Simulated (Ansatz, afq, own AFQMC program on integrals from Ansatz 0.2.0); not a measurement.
Atomization energy of AlGaBH, singlet, worked out

```yaml
atoms:
  - { symbol: Al, position_ang: [0.0000, -0.2428, 2.1987] }
  - { symbol: Ga, position_ang: [0.0000, 0.2222, -0.4743] }
  - { symbol: B, position_ang: [0.0000, -0.9941, -2.3518] }
  - { symbol: H, position_ang: [0.0000, 1.7902, -0.8204] }
```

Connectivity, by distances: Al–GaH–B.

Basis cc-pVDZ. Only valence electrons are correlated. Ansatz 0.2.0 and our own AFQMC program on the same integrals; the CISD trial comes from CCSD amplitudes, and released means the phaseless constraint is let go. ± is one standard error of the sampling. No spin–orbit coupling.

Total energies in eV. CBS is CCSD(T) at the limit of def2-TZVPP/QZVPP (MP2 extrapolated, CCSD(T) minus MP2 added); the highest rung of each member is named.

Cautions: inner d shell frozen; no relativity below Rb; no spin-orbit coupling; AlGaBH (singlet): another spin lies lower, restricted determinant unstable towards unrestricted (UHF 760 meV lower, ⟨S²⟩ 1.42), raised T1 diagnostic (T1 0.026, weight of the determinant 0.79, largest double 0.06), its ph-AFQMC/CISD value lies 57 ± 15 meV above CCSDT(Q).

```
         member  count  CCSD(T)/cc-pVDZ  highest rung in cc-pVDZ     which  CCSD(T)/CBS
   Al (doublet)     +1       -6583.0131               -6583.0229       FCI   -6583.4737
   Ga (doublet)     +1      -52333.9248              -52333.9312       FCI  -52336.2188
    B (doublet)     +1        -669.1119                -669.1218       FCI    -669.5180
    H (doublet)     +1         -13.5861                 -13.5861       FCI     -13.6059
AlGaBH, singlet     -1      -59604.3986              -59604.4769  CCSDT(Q)  -59608.2783
```

Question: Work out the best estimate of the atomization energy: the CCSD(T)/CBS difference plus the step from CCSD(T) to the highest rung.

Answer: Sums with the counts: CCSD(T)/CBS 5.4619 eV, highest rung 4.8149 eV, CCSD(T)/cc-pVDZ 4.7627 eV. The step is 4.8149 − 4.7627 = 0.0522 eV, so the best estimate is 5.4619 + (0.0522) = 5.5141 eV. The basis set is worth 0.699 eV of it. Zero-point, core-correlation and spin–orbit terms aren't in it. Past Ne the Hartree–Fock part of each CBS total tends to overshoot, since the cores don't follow the formula; that largely cancels in the difference.

Best estimates are given only where the step beyond CCSD(T) is under 0.3 eV and no member's determinant is very poor (T1 over 0.05, or 0.07 for open shells, ⟨S²⟩ too high by 0.3, two states mixed), so the hardest cases are missing from such tables.

CCSDT and higher add their correlation energy to the determinant of the CCSD(T) run, since their own runs factorise the integrals more tightly (a shift of under 2 meV). Each member of a difference takes its own highest rung, so a best estimate needn't equal the limit plus the step of one row.
